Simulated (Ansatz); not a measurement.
# Which is lower?

Two relaxed structures of AlBNH4 (charge -1), singlet (PBE0-D4/def2-TZVPD; forces vanish, vibrations not checked).

A:

B1  (-0.238, 0.039, -0.175)
N2  (-1.349, 0.224, -0.992)
Al3  (1.332, -0.221, 0.979)
H4  (-1.322, 0.166, -2.000)
H5  (-2.275, 0.430, -0.644)
H6  (2.294, 1.011, 1.415)
H7  (1.746, -1.680, 1.554)
(Å)

B:

B1  (-1.252, 0.207, -0.921)
N2  (-0.172, 0.028, -0.126)
Al3  (1.191, -0.198, 0.876)
H4  (-1.202, 0.134, -2.152)
H5  (-2.378, 0.460, -0.479)
H6  (2.175, 1.004, 1.333)
H7  (1.638, -1.636, 1.469)
(Å)

Program: Ansatz 0.2.0. Basis: def2-TZVPPD. Cores are frozen in the correlated methods. B3LYP uses VWN-RPA correlation.

**Question.** Which structure is lower at CCSD(T), and by how much? (An estimate is asked for; the value comes from the calculation.)

**Answer.** The calculation gives: B, by 2.232 eV (electronic energy, against the other). By their contacts, A is AlBNH₄ ([NH2][B][AlH2]), total charge -1 and B is AlBNH₄ ([BH2][N][AlH2]), total charge -1.

All methods give the same order:

```tsv
method	E(B) − E(A) (eV)
PBE-D4	-2.114
r2SCAN-D4	-2.250
PBE0-D4	-2.093
B3LYP-D4	-2.349
wB97M-V	-2.310
HF	-2.297
MP2	-2.472
CCSD	-2.233
CCSD(T)	-2.232
```

The T1 diagnostic stays at or below 0.020. The highest PBE0 orbital of the anion lies well above zero, so the extra electron may be unbound in the gas phase. The restricted Hartree–Fock reference is unstable towards an unrestricted one at one or more of these structures.

Labels in which every atom is bracketed show which atoms are joined, not bond orders.

For scale, one of the runs: CCSD(T)/def2-TZVPPD, 190 basis functions, launched by `ansatz run in.yaml --threads 2 --pin off --events-out ev --progress --plain --max-ram 4352MiB`. Hardware: 2 CPU threads of an Intel Xeon Platinum 8259CL, shared host. Wall time 41 s; peak host memory 2 GiB.
